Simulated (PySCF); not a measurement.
## ORD: SMILES N[C@@H]1C[C@H]1CF, C$_{4}$H$_{8}$FN

Molfile (atoms numbered from 1):
```
C4H8FN
     RDKit          3D

 14 14  0  0  0  0  0  0  0  0999 V2000
    1.9990   -0.1375   -0.5248 N   0  0  0  0  0  0  0  0  0  0  0  0
    0.5884   -0.3895   -0.5041 C   0  0  2  0  0  0  0  0  0  0  0  0
   -0.3066    0.6835   -1.0492 C   0  0  0  0  0  0  0  0  0  0  0  0
   -0.2349    0.4506    0.4326 C   0  0  1  0  0  0  0  0  0  0  0  0
   -1.4105   -0.1538    1.1480 C   0  0  0  0  0  0  0  0  0  0  0  0
   -0.9967   -0.8460    2.2664 F   0  0  0  0  0  0  0  0  0  0  0  0
    2.4638   -0.6302    0.2303 H   0  0  0  0  0  0  0  0  0  0  0  0
    2.4092   -0.4386   -1.4022 H   0  0  0  0  0  0  0  0  0  0  0  0
    0.2584   -1.4212   -0.6485 H   0  0  0  0  0  0  0  0  0  0  0  0
   -1.2049    0.3912   -1.5713 H   0  0  0  0  0  0  0  0  0  0  0  0
    0.1676    1.5718   -1.4338 H   0  0  0  0  0  0  0  0  0  0  0  0
    0.3121    1.1795    1.0157 H   0  0  0  0  0  0  0  0  0  0  0  0
   -1.9393   -0.8744    0.5154 H   0  0  0  0  0  0  0  0  0  0  0  0
   -2.1063    0.6143    1.5034 H   0  0  0  0  0  0  0  0  0  0  0  0
  1  2  1  0
  2  3  1  0
  3  4  1  0
  4  5  1  0
  5  6  1  0
  4  2  1  0
  1  7  1  0
  1  8  1  0
  2  9  1  6
  3 10  1  0
  3 11  1  0
  4 12  1  1
  5 13  1  0
  5 14  1  0
M  END
```

Theory: PySCF 2.14.0, TDDFT wB97X-D/def2-SVPD circular dichroism and optical rotation, one conformer, gas phase. Geometry: GFN2-xTB.

The molecule is flexible and this is one conformer; a measurement averages over conformers. States above about 9.1 eV (minus the energy of the highest occupied orbital) lie near or above the ionisation threshold and depend on the basis.

Stereocentres: C2 R, C4 R.

(1) What is the specific rotation at 633, 589.3, 546, 436, 405, 365, 355 nm?

(2) And for the mirror image at 589.3 nm?

(3) What is the molar rotation [Φ] = [α]·M/100 of the geometry above at 589.3 nm?

Answers

(1) [α] in deg dm⁻¹ (g/mL)⁻¹:
| λ (nm) | origin-invariant length gauge | modified velocity gauge | length gauge (centre of mass) | isotropic polarisability (au) |
| --- | --- | --- | --- | --- |
| 633 | +14.2 | +10.1 | +15.3 | 57.4 |
| 589.3 | +16.5 | +11.7 | +17.8 | 57.6 |
| 546 | +19.4 | +13.9 | +21.0 | 57.8 |
| 436 | +32.0 | +23.4 | +34.7 | 58.6 |
| 405 | +38.0 | +28.1 | +41.3 | 59.0 |
| 365 | +49.0 | +36.9 | +53.3 | 59.7 |
| 355 | +52.6 | +39.9 | +57.2 | 59.9 |

(2) -16.5 deg dm⁻¹ (g/mL)⁻¹ (origin-invariant length gauge): the same size and the opposite sign.

(3) With M = 89.11 g/mol, +14.7 deg cm² dmol⁻¹ (origin-invariant length gauge).

The first excitation lies at 6.93 eV (179 nm) with R = +5.8 × 10⁻⁴⁰ esu² cm² (velocity form).
